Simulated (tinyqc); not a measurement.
Worked calculation (part 2 of 2): RHF in the sto-3g basis, for H2O, spin multiplicity 1. Computed by tinyqc, a small Python program that keeps every step (integrals from PySCF). Command: `OMP_NUM_THREADS=1 python tinyqc.py 24484 24485 out.jsonl` (the two numbers bound the seeds that draw the settings). One thread of a shared host (Intel(R) Xeon(R) Processor @ 2.60GHz), about 0.06 s of CPU time with the checks.

Geometry (angstrom):
```
atom         x          y         z
O     0.000000   0.000000  0.000000
H     0.000000   0.712000  0.591000
H     0.000000  -0.712000  0.591000
```

## Iteration 9 (converged): orbitals

converged F (hartree), order 1O 1s, 1O 2s, 1O 2px, 1O 2py, 1O 2pz, 2H 1s, 3H 1s:
$$\begin{pmatrix}
-20.234426 & -5.164207 & 0.000000 & 0.000000 & -0.030694 & -1.288549 & -1.288549 \\
-5.164207 & -2.460523 & 0.000000 & 0.000000 & -0.147005 & -1.083695 & -1.083695 \\
0.000000 & 0.000000 & -0.396527 & 0.000000 & 0.000000 & 0.000000 & 0.000000 \\
0.000000 & 0.000000 & 0.000000 & -0.339305 & 0.000000 & -0.394313 & 0.394313 \\
-0.030694 & -0.147005 & 0.000000 & 0.000000 & -0.377357 & -0.394386 & -0.394386 \\
-1.288549 & -1.083695 & 0.000000 & -0.394313 & -0.394386 & -0.628116 & -0.453600 \\
-1.288549 & -1.083695 & 0.000000 & 0.394313 & -0.394386 & -0.453600 & -0.628116
\end{pmatrix}$$

X, order 1O 1s, 1O 2s, 1O 2px, 1O 2py, 1O 2pz, 2H 1s, 3H 1s:
$$\begin{pmatrix}
1.024318 & -0.144994 & 0.000000 & 0.000000 & -0.011335 & 0.022477 & 0.022477 \\
-0.144994 & 1.273538 & 0.000000 & 0.000000 & 0.128428 & -0.315218 & -0.315218 \\
0.000000 & 0.000000 & 1.000000 & 0.000000 & 0.000000 & 0.000000 & 0.000000 \\
0.000000 & 0.000000 & 0.000000 & 1.119852 & 0.000000 & -0.242684 & 0.242684 \\
-0.011335 & 0.128428 & 0.000000 & 0.000000 & 1.065554 & -0.161415 & -0.161415 \\
0.022477 & -0.315218 & 0.000000 & -0.242684 & -0.161415 & 1.236921 & -0.106015 \\
0.022477 & -0.315218 & 0.000000 & 0.242684 & -0.161415 & -0.106015 & 1.236921
\end{pmatrix}$$

Diagonalise F' = X^T F X, C = X C', fill 5 alpha and 5 beta electrons from the bottom; D = 2 C_occ C_occ^T. Each column has its largest component positive (the first on a tie).

F' = X^T F X (hartree):
$$\begin{pmatrix}
-19.853312 & -2.694792 & 0.000000 & 0.000000 & -0.055822 & -0.214126 & -0.214126 \\
-2.694792 & -1.208589 & 0.000000 & 0.000000 & 0.121227 & -0.545372 & -0.545372 \\
0.000000 & 0.000000 & -0.396527 & 0.000000 & 0.000000 & 0.000000 & 0.000000 \\
0.000000 & 0.000000 & 0.000000 & -0.017418 & 0.000000 & -0.490361 & 0.490361 \\
-0.055822 & 0.121227 & 0.000000 & 0.000000 & -0.200699 & -0.352206 & -0.352206 \\
-0.214126 & -0.545372 & 0.000000 & -0.490361 & -0.352206 & 0.032958 & -0.126381 \\
-0.214126 & -0.545372 & 0.000000 & 0.490361 & -0.352206 & -0.126381 & 0.032958
\end{pmatrix}$$

orbital energies (hartree): MO1 -20.243375, MO2 -1.290645, MO3 -0.628123, MO4 -0.466248, MO5 -0.396527, MO6 0.644245, MO7 0.770045

coefficients C, order 1O 1s, 1O 2s, 1O 2px, 1O 2py, 1O 2pz, 2H 1s, 3H 1s:
$$\begin{pmatrix}
0.994061 & -0.231221 & 0.000000 & 0.107399 & 0.000000 & -0.135038 & 0.000000 \\
0.027220 & 0.820733 & 0.000000 & -0.559127 & 0.000000 & 0.933368 & 0.000000 \\
0.000000 & 0.000000 & 0.000000 & 0.000000 & 1.000000 & 0.000000 & 0.000000 \\
0.000000 & 0.000000 & 0.613593 & 0.000000 & 0.000000 & 0.000000 & 0.997679 \\
0.004807 & 0.145736 & 0.000000 & 0.771552 & 0.000000 & 0.766540 & 0.000000 \\
-0.006310 & 0.159889 & 0.445463 & 0.269135 & 0.000000 & -0.816921 & -0.873039 \\
-0.006310 & 0.159889 & -0.445463 & 0.269135 & 0.000000 & -0.816921 & 0.873039
\end{pmatrix}$$

D after iteration 9, order 1O 1s, 1O 2s, 1O 2px, 1O 2py, 1O 2pz, 2H 1s, 3H 1s:
$$\begin{pmatrix}
2.106309 & -0.445524 & 0.000000 & 0.000000 & 0.107891 & -0.028675 & -0.028675 \\
-0.445524 & 1.973932 & 0.000000 & 0.000000 & -0.623308 & -0.038853 & -0.038853 \\
0.000000 & 0.000000 & 2.000000 & 0.000000 & 0.000000 & 0.000000 & 0.000000 \\
0.000000 & 0.000000 & 0.000000 & 0.752993 & 0.000000 & 0.546666 & -0.546666 \\
0.107891 & -0.623308 & 0.000000 & 0.000000 & 1.233108 & 0.461845 & 0.461845 \\
-0.028675 & -0.038853 & 0.000000 & 0.546666 & 0.461845 & 0.592950 & -0.200799 \\
-0.028675 & -0.038853 & 0.000000 & -0.546666 & 0.461845 & -0.200799 & 0.592950
\end{pmatrix}$$

## Convergence

Stop when the energy changes by less than 1e-10 hartree and every element of the error matrix X^T (F D S - S D F) X is below 3e-06.

Course of the cycle:
```
iteration   E (hartree)     change  largest element of the error matrix
1          -27.56951910          -                             4.05e-01
2          -73.79866724  -4.62e+01                             7.28e-01
3          -74.95149258  -1.15e+00                             5.02e-02
4          -74.95554904  -4.06e-03                             7.94e-03
5          -74.95564567  -9.66e-05                             1.67e-03
6          -74.95565308  -7.41e-06                             1.99e-04
7          -74.95565316  -8.47e-08                             2.58e-05
8          -74.95565316  -1.52e-09                             8.81e-08
9          -74.95565316  -1.42e-14                             3.76e-08
```

PySCF RHF in the same basis = -74.95565316 hartree

Converged in 9 iterations.

## Populations, bond orders and dipole

overlap S, order 1O 1s, 1O 2s, 1O 2px, 1O 2py, 1O 2pz, 2H 1s, 3H 1s:
$$\begin{pmatrix}
1.000000 & 0.236704 & 0.000000 & 0.000000 & 0.000000 & 0.058208 & 0.058208 \\
0.236704 & 1.000000 & 0.000000 & 0.000000 & 0.000000 & 0.495949 & 0.495949 \\
0.000000 & 0.000000 & 1.000000 & 0.000000 & 0.000000 & 0.000000 & 0.000000 \\
0.000000 & 0.000000 & 0.000000 & 1.000000 & 0.000000 & 0.311086 & -0.311086 \\
0.000000 & 0.000000 & 0.000000 & 0.000000 & 1.000000 & 0.258219 & 0.258219 \\
0.058208 & 0.495949 & 0.000000 & 0.311086 & 0.258219 & 1.000000 & 0.285962 \\
0.058208 & 0.495949 & 0.000000 & -0.311086 & 0.258219 & 0.285962 & 1.000000
\end{pmatrix}$$

Mulliken: Z minus the diagonal of D S on the atom; Loewdin: the same with S^(1/2) D S^(1/2); Mayer order: 2 sum_s sum (D(s) S)_ij (D(s) S)_ji over the two atoms.

Charges (e):
```
atom   Mulliken    Loewdin
1O    -0.392184  -0.267682
2H     0.196092   0.133841
3H     0.196092   0.133841
```

Mayer bond orders:
```
pair     order
2-1   0.950943
3-1   0.950943
3-2   0.010605
```

dipole moment about the origin, x y z (debye): [0.000000, 0.000000, 1.794460]
